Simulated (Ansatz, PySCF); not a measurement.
Molecule: OCl, net charge 0, doublet state. SMILES: [O]Cl
Geometry: optimised at B3LYP-D3(BJ)/def2-TZVP (Ansatz, an electronic-structure program).


Quantity: enthalpy of formation at 298 K (from the atomisation energy, B3LYP-D3(BJ)/def2-TZVP harmonic zero-point and thermal terms from PySCF, and the atoms' enthalpies of formation in the G2/97 table; no spin-orbit terms, and no core term in the frozen-core levels), in kcal/mol. Valence correlation only, unless marked. UHF or UKS for open shells. No spin-orbit coupling. No relativistic terms. The coupled-cluster limit lacks core correlation, which all-electron functionals hold. CBS(X,Y): correlation extrapolated as X^-3; Hartree-Fock from the larger set (for Q and 5 zeta extrapolated as (X+1)exp(-9√X)).

Measured: 24.2 kcal/mol (G2/97 table in ASE (Curtiss et al.)); it holds spin-orbit and relativistic effects, which these rows lack, and core correlation, which the frozen-core levels lack. This is an older compilation, not checked against later work.

```
level                                        program  enthalpy of formation at 298 K (kcal/mol)  error against measurement
------------------------------------  --------------  -----------------------------------------  -------------------------
B3LYP/def2-TZVPD                              Ansatz                                       22.9                       -1.3
r2SCAN0-D4/def2-TZVPD                 Ansatz + dftd4                                       29.1                        4.9
HSE06/def2-TZVPD                              Ansatz                                       21.5                       -2.7
B2GP-PLYP-D3(BJ)/def2-TZVPD           Ansatz + dftd3                                       28.5                        4.3
B2GP-PLYP/def2-TZVPD                          Ansatz                                       28.8                        4.6
MP2/aug-cc-pV(Q+d)Z                           Ansatz                                       26.3                        2.1
MP2/CBS(def2-TZVPP,def2-QZVPP)                Ansatz                                       25.3                        1.1
RI-MP2/cc-pV(T+d)Z                            Ansatz                                       31.6                        7.4
SCS-MP2/aug-cc-pV(T+d)Z                       Ansatz                                       32.4                        8.2
CCSD/6-31G                                    Ansatz                                       82.5                       58.3
CCSD/cc-pwCVTZ                                Ansatz                                       36.7                       12.5
CCSD/CBS(def2-TZVPP,def2-QZVPP)               Ansatz                                       31.6                        7.4
CCSD/CBS(cc-pV(Q+d)Z,cc-pV(5+d)Z)             Ansatz                                       30.6                        6.4
CCSD(T)/aug-cc-pV(Q+d)Z                       Ansatz                                       26.2                        2.0
CCSD(T)/CBS(cc-pV(Q+d)Z,cc-pV(5+d)Z)          Ansatz                                       24.2                        0.0
```
